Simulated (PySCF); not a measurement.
**Nonlinear optical response: SMILES Cc1cpcs1, C₄H₅PS**

Geometry:
```tsv
atom	x (Å)	y (Å)	z (Å)
C1	-1.764	-0.151	0.013
C2	-0.278	-0.029	0.000
C3	0.436	1.122	-0.013
P4	2.200	1.019	-0.026
C5	2.179	-0.682	-0.014
S6	0.663	-1.483	0.001
H7	-2.093	-0.692	0.899
H8	-2.107	-0.703	-0.862
H9	-2.224	0.833	0.011
H10	-0.057	2.082	-0.015
H11	3.051	-1.312	-0.019
```

Computed, not measured: PySCF 2.14.0, quadratic response B3LYP/def2-SVPD first hyperpolarisability, Taylor convention, gas phase. Geometry: GFN2-xTB.

Q: What is the first hyperpolarisability, and how does it disperse?

A: In au, Taylor convention; the vector part is βᵢ = ⅓ Σⱼ (βᵢⱼⱼ + βⱼᵢⱼ + βⱼⱼᵢ); β∥ is 3/5 of the vector part along the dipole, the dipole points from − to +:
```
                   process  λ (nm)  β vector norm     β∥  β HRS  depolarisation ratio
           static β(0;0,0)       ∞          136.7   78.9   58.0                  4.63
second harmonic β(−2ω;ω,ω)    1064          161.3   93.5   69.0                  4.56
         Pockels β(−ω;ω,0)    1064          144.0   83.2      –                     –
second harmonic β(−2ω;ω,ω)     800          188.0  109.4   81.4                  4.36
         Pockels β(−ω;ω,0)     800          150.2   86.9      –                     –
```

Q: Which lowest excitations, dipole and polarisabilities go with it?

A: S1 4.80 eV (f = 0.077); S2 5.06 eV (f = 0.040); S3 5.13 eV (f = 0.006); dipole 1.78 D; isotropic α 88.3 au static, 89.4 au at 1064 nm, 90.4 au at 800 nm, 93.3 au at 532 nm, 98.3 au at 400 nm.
